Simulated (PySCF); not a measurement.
## `O=c1cc1F`, C3HFO

Molfile (atoms numbered from 1):
```
C3HFO
     RDKit          3D

  6  6  0  0  0  0  0  0  0  0999 V2000
   -1.4328   -1.2939    0.7456 O   0  0  0  0  0  0  0  0  0  0  0  0
   -0.6023   -0.5586    0.3126 C   0  0  0  0  0  0  0  0  0  0  0  0
   -0.0959    0.7831    0.0905 C   0  0  0  0  0  0  0  0  0  0  0  0
    0.6162   -0.2471   -0.3532 C   0  0  0  0  0  0  0  0  0  0  0  0
    1.7176   -0.5369   -0.9835 F   0  0  0  0  0  0  0  0  0  0  0  0
   -0.1978    1.8551    0.1928 H   0  0  0  0  0  0  0  0  0  0  0  0
  1  2  2  0
  2  3  1  0
  3  4  2  0
  4  5  1  0
  4  2  1  0
  3  6  1  0
M  END
```

Computed with PySCF, quadratic response CAM-B3LYP/aug-cc-pVTZ first hyperpolarisability, Taylor convention, gas phase. Geometry: PBE0-D3(BJ)/def2-TZVP.

**Question.** Give the tensor of the static β(0;0,0) in the axes of these coordinates.

**Answer.** In au, Taylor convention; rows are the first index (the induced dipole):
```csv
,xx,yy,zz,xy,xz,yz
x,-7.8,+5.5,-3.4,-6.8,-1.7,-6.7
y,-6.8,-124.1,-16.4,+5.5,-6.7,-6.8
z,-1.7,-6.8,+5.1,-6.7,-3.4,-16.4
```
Norm of βᵢ = ⅓ Σⱼ (βᵢⱼⱼ + βⱼᵢⱼ + βⱼⱼᵢ): 147.3 au, hyper-Rayleigh value 57.2 au.
